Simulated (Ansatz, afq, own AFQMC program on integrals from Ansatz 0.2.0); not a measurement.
## Where AFQMC and coupled cluster stand for SiH3, doublet

```yaml
atoms:
  - { symbol: Si, position_ang: [0.0000, 0.0000, -0.0804] }
  - { symbol: H, position_ang: [1.3052, -0.0002, 0.7466] }
  - { symbol: H, position_ang: [-0.6524, 1.1304, 0.7466] }
  - { symbol: H, position_ang: [-0.6528, -1.1302, 0.7466] }
```

Basis aug-cc-pVDZ. Only valence electrons are correlated. Integrals, coupled cluster, full CI and functionals: Ansatz 0.2.0; the random walks run on the same integrals in our own AFQMC program. ph-AFQMC/CISD is guided by a CISD state made of CCSD amplitudes; releasing the constraint for a short imaginary time cuts its bias at the price of noise, slowly where states lie close. ± is one standard error of the sampling.

Determinant: ROHF, the one that the program's search chose, which needn't be the lowest solution. The geometry is a PBE0/def2-TZVPD stationary point of this or a neighbouring charge and spin state.

No full CI on the walks' own integrals is used here; CCSDT(Q) serves as the reference and is uncertain by about the last step of the cluster series.

Cautions: the released energies are still falling, so no released level is given (meV from the phaseless value at times in 1/Eh: -3 ± 7 at 0.24, -10 ± 5 at 0.50, -11 ± 5 at 1.00, -17 ± 6 at 1.50), though the last usable value meets CCSDT(Q) within the noise.

```
T1 diagnostic                               : 0.0193
weight of the determinant in the CISD state : 0.916
size of the correlated space                : 7 electrons in 49 orbitals
```

Reference: CCSDT(Q), correlation energy -3.675 eV.

```tsv
level	E − E(reference) (meV)	share of correlation (%)
HF	3675.2	0.00
MP2	891.1	75.75
CCSD	108.7	97.04
CCSD(T)	25.1	99.32
CCSDT	1.8	99.95
ph-AFQMC/CISD	12.7 ± 6.1	99.65
```

A walk keeps the symmetry of its determinant, which the program's search chose and which needn't be the lowest solution, so a lower state of the same spin and another symmetry isn't excluded.
